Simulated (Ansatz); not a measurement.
A nudged elastic band was laid between two geometries of CH₅NOS₂ (10 atoms, charge 0, multiplicity 1).

Level of theory: Ansatz 0.2.0, RKS PBE-D4/STO-3G.

* movable images: 5
* climbing image: yes
* spring: 5.0 eV/Å²
* optimiser: quadratic models (default)
* start path: IDPP
* force threshold: 0.05 eV/Å
* iteration limit: 60
* end points: relaxed

First end point:

```xyz
10
Properties=species:S:1:pos:R:3
N -0.434 0.927 0.597
C 0.170 -0.313 -0.101
O -0.637 -0.496 -1.309
S 0.103 -1.708 1.145
S 1.939 -0.220 -0.662
H 0.129 1.036 1.501
H -0.083 1.762 0.022
H -1.553 -0.156 -0.951
H -1.158 -1.359 1.557
H 1.606 0.477 -1.796
```

Last end point:

```xyz
10
Properties=species:S:1:pos:R:3
N -0.077 0.857 1.058
C 0.131 -0.084 -0.152
O -0.601 0.291 -1.377
S -0.446 -1.776 0.406
S 1.922 0.110 -0.571
H -1.146 0.897 1.162
H 0.128 1.829 0.650
H -1.566 -0.020 -1.139
H -0.061 -1.550 1.702
H 1.797 -0.606 -1.735
```

Task: Which bonds break or form, and what moves?

Result: No bond is made or broken. The height of N1 over the plane of its neighbours goes from 0.50 to -0.52 Å.

Task: What energy profile does the band end with?

Result: It converged. The highest image is number 3 of 0 to 6, 45.8 kJ/mol above the first end and 37.6 kJ/mol above the last; the last end lies 8.1 kJ/mol above the first. A vibrational analysis at the climbing image gives one clearly imaginary mode, 624i cm⁻¹: a first-order saddle point. Limits of this set-up: minimal basis.

```
image  path coordinate (Å)  energy (kJ/mol)  height of N1 over the plane of its neighbours (Å)
    0                 0.00              0.0                                               0.50
    1                 0.67              2.6                                               0.50
    2                 1.34              5.6                                               0.48
    3                 2.01             45.8                                              -0.06
    4                 2.85             17.3                                              -0.51
    5                 3.69             14.1                                              -0.53
    6                 4.52              8.1                                              -0.52
```

Task: What is the geometry of the highest image?

Result: 
```xyz
10
Properties=species:S:1:pos:R:3
N -0.068 1.058 0.765
C 0.254 -0.064 -0.105
O -0.670 -0.168 -1.265
S 0.242 -1.620 0.969
S 1.935 0.147 -0.892
H -0.393 0.895 1.737
H -0.141 2.022 0.382
H -1.584 -0.003 -0.796
H -1.124 -1.596 1.118
H 1.632 -0.722 -1.909
```

Task: What are the harmonic wavenumbers there?

Result: 624i, 143, 152, 216, 229, 315, 339, 377, 382, 463, 610, 768, 907, 972, 1067, 1175, 1221, 1459, 1655, 2844, 2879, 3530, 3629, 3853 cm⁻¹.

Time of the run: 2.5 min on 1 thread of Arm Neoverse V1 (shared host), peak memory 0.1 GiB.
